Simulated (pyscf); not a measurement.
HF + F–C•(F)–C(F)(F)–F → F–C(F)(F)–C(F)(F)–F + H•, an atom transfer (doublet surface; F–H broken, C–F formed). Optimised with ωB97X-D3(BJ)/def2-SVP in PySCF. Energies in kcal/mol from the separated reactants.

AM1 to PM7: differences of heats of formation from MOPAC. Open shells are spin-unrestricted. 

Problem. In single points PM3 puts the saddle at 47.7 kcal/mol and the reaction energy at +29.0 kcal/mol. Should these be trusted to within a few kcal/mol? Compare with ωB97M-D3(BJ)/def2-TZVP.

Solution. ωB97M-D3(BJ)/def2-TZVP gives ΔE‡ = 49.9 kcal/mol and ΔE = +11.1 kcal/mol. PM3 lies 2.2 kcal/mol under it in the barrier and 18.0 kcal/mol over it in the reaction energy, so on this step it does not hold to within 3.0 kcal/mol. ωB97M-D3(BJ)/def2-TZVP has limits of its own. One saddle was located; it need not be the lowest between these sides. The angle at the transferred F is 177°.
